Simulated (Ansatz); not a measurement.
## Ansatz (development build ahead of 0.2.0) run

```yaml
crystal:
  periodic: [false, false, false]
  atoms:
    - { symbol: C, position_ang: [0.0, 0.0, -3.3495] }
    - { symbol: S, position_ang: [0.0, 0.0, 1.256] }
basis:
  gaussian: { orbitals: pcseg-2 }
magnetization:
  spin_polarized: true
hamiltonian:
  xc: pbe0
```

The input is written out in the form of the current development build from the run's settings.

The run gave:

```
Converged                       : yes
Total energy                    : -435.78602 hartree
Spin squared of the determinant : 2.008
Stability test                  : minimum
```

Caution: charge can spread falsely over distant fragments; the unrestricted determinant is a mixture of spin states.
